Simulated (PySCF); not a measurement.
Gas-phase reaction: 2 Al₂H₆ + C₆H₆ → Al(CH₃)₃ + 3 AlCH₃

Method: PySCF energies plus ideal-gas RRHO corrections (1 bar). † marks an energy on the PBE0/def2-TZVP geometry and frequencies; other levels use their own. MP2 freezes the core. 6-31G* has spherical d functions here. All species are closed-shell singlets. B3LYP is the form with VWN-RPA correlation. Methyl groups turn as free rotors in Al(CH₃)₃. Al₂H₆, AlCH₃: computed as isolated molecules; such fragments, hydroxides, amides, oligomers or adducts are transient or little studied in the gas. MP2 isn't extrapolated to the basis-set limit; its ΔH°(298 K) is 242.5 kJ in def2-SVP and 199.7 kJ in def2-TZVPP. The harmonic model lacks anharmonicity and excited electronic states, which grow with temperature; levels with a mode under 35 cm⁻¹ are left out.

| level | ΔE electronic, kJ | ΔH°(298 K), kJ | ΔS°(298 K), J/K | ΔG°(1600 K), kJ |
|---|---|---|---|---|
| B3LYP/6-31G* | 103 | 167 | 247 | -188 |
| BLYP/def2-TZVP† | 93 | 151 | 249 | -213 |
| HF/def2-TZVP† | 130 | 188 | 249 | -176 |
| M06-2X/def2-TZVP† | 54 | 113 | 249 | -251 |
| MP2/def2-SVP† | 184 | 242 | 249 | -122 |
| MP2/def2-TZVPP† | 141 | 200 | 249 | -165 |
| PBE/def2-SVP | 156 | 212 | 251 | -155 |
| r2SCAN/def2-TZVP† | 171 | 230 | 249 | -135 |
| ωB97M-V/def2-TZVP† | 97 | 155 | 249 | -209 |
ΔH° is lowest at M06-2X/def2-TZVP† and highest at MP2/def2-SVP†. No reference value is set beside these.
